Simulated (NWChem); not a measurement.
**NO2F (nitryl fluoride): levels of theory compared**

We compute a comparison of 4 runs (HF/STO-3G, HF/3-21G, B3LYP/6-31G*) of NO2F (nitryl fluoride). 

Program for the calculation: NWChem 7.3.0.

20 further runs of the same task are left out: 20 set aside as unsound or not needed.

## (1) The system as given

The species is NO2F (4 atoms), meant as a singlet with charge 0. SMILES: `O=[N+]([O-])F`. The N2–F4 distance was set to 1.659 Å, away from the relaxed value.

Bond lengths: O1–N2 1.170 Å, N2–O3 1.170 Å. Angles: O1–N2–O3 135.6°. A long bond or contact: N2–F4 1.659 Å.

## (2) A single-point energy at HF/STO-3G (run 1)

sp.xyz reads:

```xyz
4
FNO2 hf
O      0.311961     0.358556     1.258525
N      0.203391    -0.183174     0.227415
O      0.600251    -1.180054    -0.238605
F     -0.744590     0.670550    -0.832510
```

sp.nw reads:

```
start sp
title "FNO2 hf"
memory stack 880 mb heap 220 mb global 1100 mb
charge 0
geometry noautosym nocenter noautoz
  load format xyz sp.xyz
end
basis spherical bse
  * library STO-3G
end
scf
  singlet
  rhf
  thresh 1e-08
  maxiter 80
  print low
end
task scf
```

On the command line:

```bash
$ nwchem sp.nw > sp.out
```

Output:

```text
[...]
  functions       =    20
[...]
  wavefunction    = RHF
[...]
         Total SCF energy =   -299.203126671201
      One-electron energy =   -651.201858597866
      Two-electron energy =    233.357225102932
 Nuclear repulsion energy =    118.641506823733
        Time for solution =      0.3s
 Task  times  cpu:        0.4s     wall:        0.4s
[...]
```

Run time: 0.96 s. Hardware: 1 thread of Intel Xeon 6975P-C (Granite Rapids), shared host; peak memory 0.097 GiB.

## (3) A single-point energy at HF/3-21G (run 2)

run.py reads:

```python
from ase import Atoms
from ase.calculators.nwchem import NWChem

atoms = Atoms('ONOF', positions=[
    [0.311961, 0.358556, 1.258525],
    [0.203391, -0.183174, 0.227415],
    [0.600251, -1.180054, -0.238605],
    [-0.744590, 0.670550, -0.832510],
])

calc = NWChem(
    label='test',
    theory='scf',
    memory='2200 mb',
    basis='3-21G',
    basispar='spherical bse',
    scf={'nopen': '0', 'rhf': None, 'thresh': '1e-08', 'maxiter': '80', 'print': 'low'},
    task='energy',
)
atoms.calc = calc

e = atoms.get_potential_energy()
print(f"E = {e:.6f} eV")
```

On the command line:

```bash
$ export ASE_NWCHEM_COMMAND="nwchem PREFIX.nwi > PREFIX.nwo"
$ python run.py
```

Output:

```text
E = -8208.590760 eV
```

The calculator wrote test.nwi:

```
title "test"

permanent_dir test

scratch_dir test

start test

geometry units angstrom nocenter noautosym noautoz
  O  3.1196099999999999e-01 3.5855599999999999e-01 1.2585249999999999e+00
  N  2.0339099999999999e-01 -1.8317400000000000e-01 2.2741500000000001e-01
  O  6.0025099999999998e-01 -1.1800539999999999e+00 -2.3860500000000001e-01
  F  -7.4458999999999997e-01 6.7054999999999998e-01 -8.3250999999999997e-01
end

memory 2200 mb

basis spherical bse noprint
   * library 3-21G
end

scf
  nopen 0
  rhf
  thresh 1e-08
  maxiter 80
  print low
end

task scf energy
```

test.nwo:

```text
Northwest Computational Chemistry Package (NWChem) 7.3.0
             --------------------------------------------------------

           Job information
           ---------------

    nwchem branch   = 7.3.0
    use scalapack   = T
    input           = test.nwi
    prefix          = test.
    data base       = test/test.db
    status          = startup
    nproc           =        1

           Memory information
           ------------------

    heap     =     72089600 doubles =      550.0 Mbytes
    stack    =     72089597 doubles =      550.0 Mbytes
    global   =    144179200 doubles =     1100.0 Mbytes (distinct from heap & stack)
    total    =    288358397 doubles =     2200.0 Mbytes
    verify   = yes
    hardfail = no

           Directory information
           ---------------------

  0 permanent = test
  0 scratch   = test

                                NWChem Input Module
                                -------------------

                                       test
                                       ----

[... 24 lines left out ...]
            Nuclear Dipole moment (a.u.)
[... 28 lines left out ...]
        center 1       |       center 2       |       center 3       |  degrees
 ------------------------------------------------------------------------------
    1 O                |   2 N                |   3 O                |   135.59
 ------------------------------------------------------------------------------
                            number of included internuclear angles:          1
 ==============================================================================

                                 NWChem SCF Module
                                 -----------------

                                       test

  ao basis        = "ao basis"
  functions       =    36
  atoms           =     4
  closed shells   =    16
  open shells     =     0
  charge          =   0.00
  wavefunction    = RHF
  input vectors   = atomic
  output vectors  = test/test.movecs
  use symmetry    = F
  symmetry adapt  = F

 Forming initial guess at       0.0s

 Starting SCF solution at       0.0s

       Final RHF  results
       ------------------

         Total SCF energy =   -301.660148907958
      One-electron energy =   -651.380447742211
      Two-electron energy =    231.078792010519
 Nuclear repulsion energy =    118.641506823733

        Time for solution =      0.4s

 Task  times  cpu:        0.4s     wall:        0.4s
 Total times  cpu:        0.4s     wall:        0.4s
```

Run time: 1.4 s. Hardware: 1 thread of Intel Xeon 6975P-C (Granite Rapids), shared host; peak memory 0.096 GiB.

## (4) A single-point energy at B3LYP/6-31G(d) (spherical functions) (run 3)

run.py reads:

```python
from ase import Atoms
from ase.calculators.nwchem import NWChem

atoms = Atoms('ONOF', positions=[
    [0.311961, 0.358556, 1.258525],
    [0.203391, -0.183174, 0.227415],
    [0.600251, -1.180054, -0.238605],
    [-0.744590, 0.670550, -0.832510],
])

calc = NWChem(
    label='calc',
    theory='dft',
    memory='2200 mb',
    basis='6-31G*',
    basispar='spherical bse',
    dft={'xc': 'b3lyp', 'mult': '1', 'grid': 'xfine', 'convergence': 'energy 1e-08', 'iterations': '100', 'mulliken': None},
    task='energy',
)
atoms.calc = calc

e = atoms.get_potential_energy()
print(f"E = {e:.6f} eV")
print("dipole (e A):", atoms.get_dipole_moment().round(4))
```

On the command line:

```bash
$ export ASE_NWCHEM_COMMAND="nwchem PREFIX.nwi > PREFIX.nwo"
$ python run.py
```

Output:

```text
E = -8295.783312 eV
dipole (e A): [ 0.1525 -0.1373  0.1705]
```

The calculator wrote calc.nwi:

```
title "calc"

permanent_dir calc

scratch_dir calc

start calc

geometry units angstrom nocenter noautosym noautoz
  O  3.1196099999999999e-01 3.5855599999999999e-01 1.2585249999999999e+00
  N  2.0339099999999999e-01 -1.8317400000000000e-01 2.2741500000000001e-01
  O  6.0025099999999998e-01 -1.1800539999999999e+00 -2.3860500000000001e-01
  F  -7.4458999999999997e-01 6.7054999999999998e-01 -8.3250999999999997e-01
end

memory 2200 mb

basis spherical bse noprint
   * library 6-31G*
end

dft
  xc b3lyp
  mult 1
  grid xfine
  convergence energy 1e-08
  iterations 100
  mulliken
end

task dft energy
```

calc.nwo:

```text
Northwest Computational Chemistry Package (NWChem) 7.3.0
             --------------------------------------------------------

           Job information
           ---------------

    nwchem branch   = 7.3.0
    use scalapack   = T
    input           = calc.nwi
    prefix          = calc.
    data base       = calc/calc.db
    status          = startup
    nproc           =        1

           Memory information
           ------------------

    heap     =     72089600 doubles =      550.0 Mbytes
    stack    =     72089597 doubles =      550.0 Mbytes
    global   =    144179200 doubles =     1100.0 Mbytes (distinct from heap & stack)
    total    =    288358397 doubles =     2200.0 Mbytes
    verify   = yes
    hardfail = no

           Directory information
           ---------------------

  0 permanent = calc
  0 scratch   = calc

                                NWChem Input Module
                                -------------------

                                       calc
                                       ----

[... 75 lines left out ...]
  convergence criterion.
[... 17 lines left out ...]
          Convergence on energy requested:  1.00D-08
[... 1 line left out ...]
          Convergence on gradient requested:  5.00D-04
[... 24 lines left out ...]
          Convergence Information
[... 2 lines left out ...]
          total energy or number of iterations.
[... 27 lines left out ...]
 1-e energy   =    -655.501489
[... 26 lines left out ...]
   convergence    iter        energy       DeltaE   RMS-Dens  Diis-err    time
[... 16 lines left out ...]
      One electron energy =     -654.793453666661
[... 1 line left out ...]
    Exchange-Corr. energy =      -34.370408166777
[... 6 lines left out ...]
                       DFT Final Molecular Orbital Analysis
[... 404 lines left out ...]
     -------------------------------------------
      Total Density - Lowdin Population Analysis
     -------------------------------------------

    Atom       Charge   Shell Charges
 -----------   ------   -------------------------------------------------------
    1 O    8     8.05   1.99  0.88  2.69  0.71  1.69  0.09
    2 N    7     6.65   1.99  0.63  2.05  0.41  1.18  0.40
    3 O    8     8.05   1.99  0.88  2.69  0.71  1.69  0.09
    4 F    9     9.25   1.99  0.97  3.12  0.94  2.20  0.02

 center of mass
 --------------
 x =   0.09574427 y =  -0.08622399 z =   0.10705072

 moments of inertia (a.u.)
 ------------------
         261.167173009547          69.270075630645         -57.946958344650
          69.270075630645         207.809805418587          -2.501082042188
         -57.946958344650          -2.501082042188         183.808587920954

     Multipole analysis of the density
     ---------------------------------

     L   x y z        total         alpha         beta         nuclear
     -   - - -        -----         -----         ----         -------
     0   0 0 0     -0.000000    -16.000000    -16.000000     32.000000

     1   1 0 0      0.288113     -1.764683     -1.764683      3.817479
[... 8 lines of this table left out ...]
     2   0 0 2    -15.779065    -43.111332    -43.111332     70.443598

 Task  times  cpu:        7.2s     wall:        7.2s
 Total times  cpu:        7.2s     wall:        7.2s
```

Run time: 8.4 s. Hardware: 1 thread of Intel Xeon 6975P-C (Granite Rapids), shared host; peak memory 0.12 GiB.

## (5) The energy at B3LYP/6-31G(d) (Cartesian functions) (run 4)

mymol.nw reads:

```
start mymol
memory total 2200 mb
geometry units au noautosym nocenter noautoz
  O   0.58952085  0.67757264  2.37826757
  N   0.38435329 -0.34614869  0.42975207
  O   1.13431000 -2.22997887 -0.45089810
  F  -1.40707118  1.26715585 -1.57321590
end
basis "ao basis"
  * library 6-31G*
end
dft
  xc b3lyp
  mult 1
  grid xfine
  convergence energy 1e-08
  iterations 100
  mulliken
  noprint "final vectors analysis"
end
task dft
```

On the command line:

```bash
$ nwchem mymol.nw > mymol.out
```

Output:

```text
[...]
          Wavefunction type:  closed shell.
          No. of atoms     :     4
          No. of electrons :    32
[...]
          Charge           :     0
          Spin multiplicity:     1
[...]
          AO basis - number of functions:    60
[...]
              XC Information
              --------------
                         B3LYP Method XC Potential
                     Hartree-Fock (Exact) Exchange  0.200
                        Slater Exchange Functional  0.800 local
                    Becke 1988 Exchange Functional  0.720 non-local
              Lee-Yang-Parr Correlation Functional  0.810
                  VWN I RPA Correlation Functional  0.190 local
[...]
 d= 0,ls=0.0,diis     1   -304.5360122303 -4.23D+02  5.90D-02  3.10D+00     0.8
[...]
 d= 0,ls=0.0,diis    12   -304.8689666833 -1.15D-09  4.20D-07  3.66D-10     7.9
         Total DFT energy =     -304.868966683275
      One electron energy =     -654.761780067162
           Coulomb energy =      265.595351184714
    Exchange-Corr. energy =      -34.344036083256
 Nuclear repulsion energy =      118.641498282429
[...]
      Total Density - Mulliken Population Analysis
     ---------------------------------------------
    Atom       Charge   Shell Charges
 -----------   ------   -------------------------------------------------------
    1 O    8     8.23   1.99  0.94  2.83  1.04  1.41  0.02
    2 N    7     6.26   1.99  0.85  2.32  0.38  0.56  0.15
    3 O    8     8.23   1.99  0.94  2.83  1.04  1.41  0.02
    4 F    9     9.27   1.99  0.96  3.22  1.01  2.05  0.04
[...]
```

Wall time 8.7 s (1 thread of Intel Xeon 6975P-C (Granite Rapids), shared host); peak memory 0.12 GiB.

## (6) The series

| run | level | iteration cap | module | energy (Eh) | wall time |
| --- | --- | --- | --- | --- | --- |
| 1 | HF/STO-3G | 80 | scf | -299.203127 | 0.96 s |
| 2 | HF/3-21G | 80 | scf | -301.660149 | 1.4 s |
| 3 | B3LYP/6-31G* (spherical functions) | 100 | dft | -304.864416 | 8.4 s |
| 4 | B3LYP/6-31G* (Cartesian functions) | 100 | dft | -304.868967 | 8.7 s |

## (7) What came out

| quantity | value |
| --- | --- |
| run 4: total energy | -304.86897 Eh |
| run 4: dipole moment | 1.28 D |

In words: In run 1 the basis is minimal, so the values are rough. All runs together took 19 s, the longest 8.7 s.
